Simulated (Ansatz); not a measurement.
Process, species as SMILES: C=C=O + H+ → C(=C)=[OH+]
B3LYP-D3(BJ)/def2-TZVP geometries, fixed; electronic energies without zero-point terms; positive where energy is released.

Basis-set convergence of the proton affinity at PBE with Ansatz (a quantum-chemistry and plane-wave program). Cartesian d functions, on some or all atoms, in 6-31+G*; all else is spherical. The proton sits at the site shown, which need not be the one that binds it best. No added dispersion term, no relativity. Functions are those of the species that has most. Reference: the value in aug-pcseg-3, 160.93 kcal/mol. Deviations are taken from unrounded values.

```tsv
basis	functions	proton affinity (kcal/mol)	minus reference (kcal/mol)
cc-pVDZ	57	161.65	0.73
6-31+G*	63	157.06	-3.87
6-311+G**	84	159.33	-1.60
aug-cc-pVDZ	96	160.14	-0.78
6-311++G(2d,2p)	111	160.56	-0.36
cc-pVTZ	132	161.55	0.62
jun-cc-pV(T+d)Z	159	160.80	-0.13
6-311++G(3df,3pd)	171	160.70	-0.23
aug-cc-pVTZ	207	160.88	-0.05
cc-pVQZ	255	161.10	0.17
aug-cc-pVQZ	378	160.91	-0.02
```

The smallest set listed that lies within 0.5 kcal/mol of the reference with all its larger relatives (same family, alike in diffuse functions; a set with none counts only in the reference's own line) is 6-311++G(2d,2p) (111 functions, -0.36 kcal/mol off). Inside, with no larger relative to test it: cc-pVQZ.
